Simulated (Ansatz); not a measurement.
Diborane mono F (B₂H₅F), 8 atoms. Hardware: 4 threads of Arm Neoverse V2 on a shared host.

Correlated methods freeze 3 core orbitals.

How many basis functions does each of these Ansatz runs have, and roughly what does it cost? PBE0-D4/def2-TZVP, charge 1 doublet at the geometry of the charge 0 singlet, energy; PBE-QIDH/def2-TZVP, charge 0 singlet, energy, from earlier orbitals; MP2/def2-TZVP, charge 0 singlet, energy, from earlier orbitals; PBE-D4/def2-TZVP, charge 0 triplet at the geometry of the charge 0 singlet, energy, from earlier orbitals; ωB97X-V/def2-TZVP, charge 0 singlet, energy, from earlier orbitals; PBE0-D4/def2-SVP, charge 0 singlet, energy, from earlier orbitals; RPA@PBE/def2-TZVP, charge 0 singlet, energy, from earlier orbitals; B3LYP-D4/6-31G, charge 0 singlet, energy; B97M-V/def2-TZVP, charge 0 singlet, energy, from earlier orbitals; r2SCAN0-D4/def2-TZVP, charge 0 singlet, energy, from earlier orbitals; BLYP-D4/def2-TZVP, charge 0 singlet, energy, from earlier orbitals; r2SCAN-D4/def2-TZVP, charge 1 doublet at the geometry of the charge 0 singlet, energy, from earlier orbitals.

Other jobs shared the machine, so times can vary by a factor of up to 3. A dash marks memory too small to be measured apart from the calling script's.

```json
{"run": "B3LYP-D4/6-31G, charge 0 singlet, energy", "functions": "37", "fitting or Cholesky vectors": "487", "wall time": "0.25 s", "peak host memory (GiB)": "–"}
{"run": "PBE0-D4/def2-SVP, charge 0 singlet, energy, from earlier orbitals", "functions": "67", "fitting or Cholesky vectors": "746", "wall time": "0.3 s", "peak host memory (GiB)": "–"}
{"run": "MP2/def2-TZVP, charge 0 singlet, energy, from earlier orbitals", "functions": "123", "fitting or Cholesky vectors": "845", "wall time": "0.35 s", "peak host memory (GiB)": "–"}
{"run": "BLYP-D4/def2-TZVP, charge 0 singlet, energy, from earlier orbitals", "functions": "123", "fitting or Cholesky vectors": "714", "wall time": "0.5 s", "peak host memory (GiB)": "–"}
{"run": "PBE-QIDH/def2-TZVP, charge 0 singlet, energy, from earlier orbitals", "functions": "123", "fitting or Cholesky vectors": "845", "wall time": "0.8 s", "peak host memory (GiB)": "–"}
{"run": "RPA@PBE/def2-TZVP, charge 0 singlet, energy, from earlier orbitals", "functions": "123", "fitting or Cholesky vectors": "845", "wall time": "0.85 s", "peak host memory (GiB)": "–"}
{"run": "r2SCAN0-D4/def2-TZVP, charge 0 singlet, energy, from earlier orbitals", "functions": "123", "fitting or Cholesky vectors": "714", "wall time": "1 s", "peak host memory (GiB)": "–"}
{"run": "PBE-D4/def2-TZVP, charge 0 triplet at the geometry of the charge 0 singlet, energy, from earlier orbitals", "functions": "123", "fitting or Cholesky vectors": "714", "wall time": "1.4 s", "peak host memory (GiB)": "–"}
{"run": "ωB97X-V/def2-TZVP, charge 0 singlet, energy, from earlier orbitals", "functions": "123", "fitting or Cholesky vectors": "714", "wall time": "1.5 s", "peak host memory (GiB)": "–"}
{"run": "PBE0-D4/def2-TZVP, charge 1 doublet at the geometry of the charge 0 singlet, energy", "functions": "123", "fitting or Cholesky vectors": "714", "wall time": "1.6 s", "peak host memory (GiB)": "–"}
{"run": "B97M-V/def2-TZVP, charge 0 singlet, energy, from earlier orbitals", "functions": "123", "fitting or Cholesky vectors": "714", "wall time": "1.8 s", "peak host memory (GiB)": "–"}
{"run": "r2SCAN-D4/def2-TZVP, charge 1 doublet at the geometry of the charge 0 singlet, energy, from earlier orbitals", "functions": "123", "fitting or Cholesky vectors": "714", "wall time": "1.8 s", "peak host memory (GiB)": "–"}
```
